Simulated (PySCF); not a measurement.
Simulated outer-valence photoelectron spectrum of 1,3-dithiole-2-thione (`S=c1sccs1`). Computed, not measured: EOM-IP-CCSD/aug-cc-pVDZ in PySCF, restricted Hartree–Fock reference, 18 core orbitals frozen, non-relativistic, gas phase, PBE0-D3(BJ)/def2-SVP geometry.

Each root has a Gaussian of 0.3 eV full width with its one-hole share as area; cross sections and vibrations are left out, and the highest printed point is 100.

```tsv
ionisation energy (eV)	intensity
7.8	1
8.0	32
8.2	80
8.4	56
8.6	73
8.8	11
9.0	0
9.2	0
9.4	0
9.6	0
9.8	0
10.0	0
10.2	1
10.4	30
10.6	78
10.8	18
11.0	29
11.2	76
11.4	17
11.6	1
11.8	16
12.0	78
12.2	31
12.4	1
12.6	0
12.8	12
13.0	73
13.2	39
13.4	25
13.6	100
13.8	96
14.0	21
14.2	1
```

**Question.** Where are the maxima, and how many lines lie under the curve?

**Answer.** 7 maxima, at 8.2, 8.5, 10.6, 11.2, 12.0, 13.0 and 13.7 eV, from 8 lines. At this width some lines have no maximum of their own.

**Question.** List the lines with their holes.

**Answer.** 
| E (eV) | leading hole (HF orbital) | area | Koopmans (eV) |
| --- | --- | --- | --- |
| 8.17 | HOMO | 0.95 | 8.45 |
| 8.55 | HOMO-1 | 0.94 | 9.35 |
| 10.58 | HOMO-2 | 0.94 | 11.49 |
| 11.18 | HOMO-3 | 0.91 | 11.86 |
| 12.03 | HOMO-4 | 0.94 | 13.17 |
| 13.05 | HOMO-5 | 0.93 | 14.51 |
| 13.60 | HOMO-6 | 0.94 | 15.05 |
| 13.80 | HOMO-7 | 0.86 | 15.37 |

The widest gap, 2.03 eV, lies between 8.55 and 10.58 eV. Only orbitals with −ε under 21 eV, eight at most, were ionised, so the high end of the curve may lack lines.
